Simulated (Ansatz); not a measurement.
Geometry optimisation, Ansatz, RKS BLYP-D4/6-31G*.

The input (input.yaml):

```yaml
crystal:
  periodic: [false, false, false]
  atoms:
    - { symbol: Al, position_ang: [0.046841, 0.332206, -0.106144] }
    - { symbol: H, position_ang: [0.044132, 0.122587, 1.454027] }
    - { symbol: F, position_ang: [1.50901, 0.740388, -0.803155] }
    - { symbol: H, position_ang: [-1.239969, 0.321095, -1.04123] }
    - { symbol: O, position_ang: [0.114833, -2.468488, 0.85154] }
    - { symbol: H, position_ang: [-0.797922, -2.827813, 0.894633] }
    - { symbol: H, position_ang: [0.106876, -1.745076, 1.53933] }
basis:
  gaussian: { orbitals: "6-31G*" }
hamiltonian:
  xc: blyp
  dispersion: d4
relax:
  f_tol: 0.03
  max_steps: 50
```

Launched with:

```bash
$ ansatz run input.yaml --threads 1 --pin off --max-ram 2048MiB --backend cpu --events-out ev --progress --plain --runs-dir out
```

Q: Where does it end, and by what steps?

A: The run converged. After 7 steps the energy has fallen by 0.689 eV; H6 moved furthest, 0.72 Å. Joined: Al1–O5 (2.96 → 2.05 Å).

| step | energy less start (eV) | largest force component (eV/Å) | accepted |
| --- | --- | --- | --- |
| 0 | 0.0000 | 0.792 | yes |
| 1 | -0.1043 | 1.788 | yes |
| 2 | -0.3205 | 2.104 | yes |
| 3 | -0.5744 | 1.013 | yes |
| 4 | -0.6434 | 0.498 | yes |
| 5 | -0.6657 | 0.343 | yes |
| 6 | -0.6856 | 0.156 | yes |
| 7 | -0.6889 | 0.025 | yes |

```xyz
7
Properties=species:S:1:pos:R:3
Al 0.030 0.042 0.101
H 0.001 0.637 1.593
F 1.461 0.260 -0.755
H -1.306 -0.108 -0.780
O 0.134 -1.932 0.661
H -0.651 -2.418 0.327
H 0.114 -2.007 1.641
```

Run time: 21 s on 1 thread of Arm Neoverse N1, on a shared host, peak memory 0.12 GiB.
